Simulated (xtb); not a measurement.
C3H7, charge -2, doublet, at a GFN2-xTB geometry of the parent state (a state made from the parent by changing its charge; the spin is typed, not shown lowest); GFN2-xTB (xtb).

xtb was given this input:
```
$ xtb mol.xyz --gfn 2 --chrg -2 --uhf 1 --json

# file mol.xyz
10

C      0.00186015     0.10449024     0.56640373
C     -0.00172720     1.41771511    -0.19203030
C      0.00006446    -1.22825686    -0.25191409
H     -0.88084995     0.06118922     1.22991746
H      0.88915671     0.06252487     1.22385812
H      0.00293214    -2.12288703     0.38856881
H      0.88547984     1.38891864    -0.89834554
H     -0.89370483     1.38757606    -0.89225478
H     -0.88482823    -1.27117245    -0.89022816
H      0.88062988    -1.26984023    -0.89627193
```

The log (banner, timings and long lists left out):

```
   ID    Z sym.   atoms
    1    6 C      1-3
    2    1 H      4-10

           -------------------------------------------------
          |                Calculation Setup                |
           -------------------------------------------------

           -------------------------------------------------
          |                 G F N 2 - x T B                 |
           -------------------------------------------------

          ...................................................
          :                      SETUP                      :
          :.................................................:
          :  # basis functions                  19          :
          :  # atomic orbitals                  19          :
          :  # shells                           13          :
          :  # electrons                        21          :
          :  max. iterations                   250          :
          :  Hamiltonian                  GFN2-xTB          :
          :  restarted?                      false          :
          :  GBSA solvation                  false          :
          :  PC potential                    false          :
          :  electronic temp.          300.0000000     K    :
          :  accuracy                    1.0000000          :
          :  -> integral cutoff          0.2500000E+02      :
          :  -> integral neglect         0.1000000E-07      :
          :  -> SCF convergence          0.1000000E-05 Eh   :
          :  -> wf. convergence          0.1000000E-03 e    :
          :  Broyden damping             0.4000000          :
          :  net charge                         -2          :
          :  unpaired electrons                  1          :
          ...................................................

 iter      E             dE          RMSdq      gap      omega  full diag
   1     -9.5627740 -0.956277E+01  0.548E+00    0.08       0.0  T
   2     -9.7343060 -0.171532E+00  0.390E+00    1.05       1.0  T
   3     -9.7701667 -0.358607E-01  0.246E+00    0.79       1.0  T
   4     -9.7704655 -0.298713E-03  0.115E+00    0.74       1.0  T
   5     -9.7724985 -0.203301E-02  0.227E-01    0.63       1.0  T
   6     -9.7726772 -0.178729E-03  0.102E-01    0.64       1.0  T
   7     -9.7726768  0.406167E-06  0.528E-02    0.64       1.0  T
   8     -9.7726815 -0.474508E-05  0.115E-02    0.65       2.7  T
   9     -9.7726820 -0.464020E-06  0.481E-03    0.65       6.6  T
[...]
         :: total energy              -9.644421973664 Eh    ::
[...]
     4   1 H        0.922    -0.181     9.465     4.811
     5   1 H        0.922    -0.181     9.465     4.811
     6   1 H        0.923    -0.275    18.576     6.740
     7   1 H        0.916    -0.278    19.082     6.832
     8   1 H        0.916    -0.278    19.082     6.832
     9   1 H        0.924    -0.148     7.578     4.305
    10   1 H        0.924    -0.148     7.578     4.305

 Mol. C6AA /au·bohr⁶  :       1618.051961
 Mol. C8AA /au·bohr⁸  :      28691.894941
 Mol. α(0) /au        :         62.143057

Wiberg/Mayer (AO) data.
largest (>0.10) Wiberg bond orders for each atom

 ---------------------------------------------------------------------------
     #   Z sym  total        # sym  WBO       # sym  WBO       # sym  WBO
 ---------------------------------------------------------------------------
     1   6 C    3.715 --     2 C    0.989     5 H    0.946     4 H    0.946
                             3 C    0.736
     2   6 C    2.893 --     1 C    0.989     8 H    0.898     7 H    0.898
     3   6 C    3.562 --    10 H    0.962     9 H    0.962     6 H    0.802
                             1 C    0.736
     4   1 H    0.967 --     1 C    0.946
     5   1 H    0.967 --     1 C    0.946
     6   1 H    0.907 --     3 C    0.802
     7   1 H    0.923 --     2 C    0.898
     8   1 H    0.923 --     2 C    0.898
     9   1 H    0.978 --     3 C    0.962
    10   1 H    0.978 --     3 C    0.962
 ---------------------------------------------------------------------------

Topologies differ in total number of bonds
Writing topology from bond orders to xtbtopo.mol

molecular dipole:
                 x           y           z       tot (Debye)
 q only:        0.002      -0.408       0.515
   full:        0.001      -1.134       0.105       2.895
molecular quadrupole (traceless):
                xx          xy          yy          xz          yz          zz
 q only:        5.443       0.022      -9.002      -0.009       3.297       3.559
  q+dip:        7.284       0.025     -13.816      -0.005       2.740       6.531
   full:        7.370       0.024     -13.344      -0.007       2.361       5.974

           -------------------------------------------------
          | TOTAL ENERGY               -9.644421973664 Eh   |
          | GRADIENT NORM               0.417663028336 Eh/α |
          | HOMO-LUMO GAP               0.649907150418 eV   |
           -------------------------------------------------

normal termination of xtb
```
